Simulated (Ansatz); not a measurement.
# Caesium, bcc under LDA: testing the plane-wave cutoff

A convergence test of the plane-wave cutoff. The geometry was relaxed under LDA beforehand and stays fixed; 9 values are run, from 150 to 800 eV. Wanted are the values from which on the energy stays within 10 and 1 meV/atom, and the pressure within 0.5 GPa, of the last run. Within the series other settings stay, but some runs also write fields, which adds to their time. Spin polarisation is left out.

Program: Ansatz 0.2.0. Level of theory: DFT LDA, plane waves with PAW, scalar-relativistic. These are calculated values, not measurements.

**1. Starting point**

It takes space group Im-3m (No. 229, cubic). Conventional cell: a = 5.768 Å, b = 5.768 Å, c = 5.768 Å, α = 90.00°, β = 90.00°, γ = 90.00°.

As a file:

```cif
data_structure
_symmetry_space_group_name_H-M 'P 1'
_symmetry_Int_Tables_number 1
_cell_length_a 4.9954
_cell_length_b 4.9954
_cell_length_c 4.9954
_cell_angle_alpha 109.471
_cell_angle_beta 109.471
_cell_angle_gamma 109.471
_cell_volume 95.96
loop_
_atom_site_label
_atom_site_type_symbol
_atom_site_fract_x
_atom_site_fract_y
_atom_site_fract_z
_atom_site_occupancy
Cs1 Cs 0.00000 0.00000 0.00000 1
```

**2. The usual settings first**

input.yaml

```yaml
crystal:
  lattice:
    - [-2.8840810378, 2.8840810378, 2.8840810378]
    - [2.8840810378, -2.8840810378, 2.8840810378]
    - [2.8840810378, 2.8840810378, -2.8840810378]
  atoms:
    - { symbol: Cs, position: [0.0, 0.0, 0.0] }
hamiltonian:
  xc: lda
  pseudopotentials:
    kind: paw
    azcp:
      Cs: "pseudopotentials/Cs.paw.azcp"
basis:
  ecutwfc: 420
  fft_grid_basis: typed
kpoints:
  mp_grid: { grid: [13, 13, 13], shift: [0, 0, 0] }
magnetization:
  spin_polarized: false
scf:
  occupations: { method: fermi_dirac, width: 0.1 }
  lower_state_search: "off"
output:
  stress: true
```

Command:

```console
$ ansatz run input.yaml --threads 2 --pin off --max-ram 5120MiB --backend cpu --events-out ev --progress --plain --runs-dir out
```

**3. With a cutoff of 150 eV**

The run at 150 eV.

Changes to input.yaml since step 2:

```diff
@@ -14,6 +14,6 @@
 basis:
-  ecutwfc: 420
+  ecutwfc: 150
   fft_grid_basis: typed
 kpoints:
-  mp_grid: { grid: [13, 13, 13], shift: [0, 0, 0] }
+  mp_grid: { grid: [8, 8, 8], shift: [0, 0, 0] }
 magnetization:
```

**4. With a cutoff of 200 eV**

The run at 200 eV.

Changes to input.yaml since step 3:

```diff
@@ -14,3 +14,3 @@
 basis:
-  ecutwfc: 150
+  ecutwfc: 200
   fft_grid_basis: typed
```

**5. With a cutoff of 250 eV**

The run at 250 eV.

Changes to input.yaml since step 4:

```diff
@@ -14,3 +14,3 @@
 basis:
-  ecutwfc: 200
+  ecutwfc: 250
   fft_grid_basis: typed
```

**6. With a cutoff of 300 eV**

The run at 300 eV.

Changes to input.yaml since step 5:

```diff
@@ -14,3 +14,3 @@
 basis:
-  ecutwfc: 250
+  ecutwfc: 300
   fft_grid_basis: typed
```

**7. With a cutoff of 350 eV**

The run at 350 eV.

Changes to input.yaml since step 6:

```diff
@@ -14,3 +14,3 @@
 basis:
-  ecutwfc: 300
+  ecutwfc: 350
   fft_grid_basis: typed
```

**8. With a cutoff of 420 eV**

The run at 420 eV.

Changes to input.yaml since step 7:

```diff
@@ -14,3 +14,3 @@
 basis:
-  ecutwfc: 350
+  ecutwfc: 420
   fft_grid_basis: typed
```

**9. With a cutoff of 500 eV**

The run at 500 eV.

Changes to input.yaml since step 8:

```diff
@@ -14,3 +14,3 @@
 basis:
-  ecutwfc: 420
+  ecutwfc: 500
   fft_grid_basis: typed
```

**10. With a cutoff of 600 eV**

The run at 600 eV.

Changes to input.yaml since step 9:

```diff
@@ -14,3 +14,3 @@
 basis:
-  ecutwfc: 500
+  ecutwfc: 600
   fft_grid_basis: typed
@@ -25 +25,5 @@
   stress: true
+  write_density: true
+  write_potential: true
+  elf: true
+  volumetric_format: npy
```

**11. With a cutoff of 800 eV**

The run at 800 eV.

Changes to input.yaml since step 10:

```diff
@@ -14,3 +14,3 @@
 basis:
-  ecutwfc: 600
+  ecutwfc: 800
   fft_grid_basis: typed
@@ -25,5 +25 @@
   stress: true
-  write_density: true
-  write_potential: true
-  elf: true
-  volumetric_format: npy
```

(Steps that only read results are left out.)

**Question.** What will these runs give?

As calculated:

```
                                                                   quantity                                 value
                                E(σ → 0) stays within 10 meV/atom of 800 eV                        from 300 eV on
                                           E(σ → 0) stays within 1 meV/atom                        from 420 eV on
                                              pressure stays within 0.5 GPa                        from 150 eV on
                                                         pressure at 800 eV                             -0.01 GPa
                                            CPU time, dearest over cheapest                                   5.5
run at the usual settings (mesh 13×13×13 against the series' 8×8×8, 420 eV)  -2.4 meV/atom from 800 eV, -0.01 GPa
```

The far end, 150 eV, lies +773.1 meV/atom and 0.0 GPa from the yardstick. The energy falls at each step up in cutoff, as the variational principle asks. 1 meV/atom is reached at 420 eV; energy differences often converge earlier, as errors cancel. The cell taken over is 13 % smaller than the measured one (110.45 Å³/atom, COD), which weighs on all values here.
